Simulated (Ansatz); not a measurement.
We consider cubic perovskite SrTiO3 (cubic form, which distorts at low temperature), described by PBE-D3(BJ) (plane waves, PAW; Ansatz, a quantum-chemistry and plane-wave program).

Run with plane-wave cutoff 520 eV, 10×10×10 k mesh, Fermi–Dirac smearing 0.01 eV, no spin polarisation, scalar-relativistic PAW data made under PBE.

Pressure at four volumes; x = ln(V/11.953 Å³). One pressure is withheld.

| V (Å³/atom) | x | P (GPa) |
|---|---|---|
| 11.236 | -0.0619 | ? |
| 11.475 | -0.0408 | 7.95 |
| 11.953 | 0.0000 | 0.00 |
| 12.671 | 0.0583 | -9.13 |

Task: Pass a parabola P(x) through the three rows shown, estimate the bulk modulus and its pressure derivative near zero pressure, and predict the withheld pressure.

Result: Slopes between the rows: (0.00 − (7.95))/(0.0000 − (-0.0408)) = -194.85 and (-9.13 − (0.00))/(0.0583 − (0.0000)) = -156.60 GPa. Their difference over the span 0.0991 is c = 38.25/0.0991 = 386.0 GPa, so P(x) = 7.95 + (-194.85)(x − (-0.0408)) + 386.0 (x − (-0.0408))(x − (0.0000)). At the middle row B = −dP/dx = −[-194.85 + 386.0 × 0.0408] = 179.1 GPa, and B′ = dB/dP = 2c/B = 4.3. At x = -0.0619 the parabola gives 12.57 GPa; the run gives 12.62 GPa. The Birch–Murnaghan fit to the energies at all volumes has B0 = 178 GPa and B′ = 4.4.

Measured, for comparison: bulk modulus 172 GPa (room temperature, no zero-point or thermal correction, Murnaghan fit, our sources range from 165 to 179; as tabulated in Guennou et al. (2010), arXiv:0910.0710). Computed (rounded) less measured: bulk modulus +3 % (inside the range of the sources held).

Note: the relaxation could not lower the start's symmetry, so the cell can be a saddle point above a distorted one.
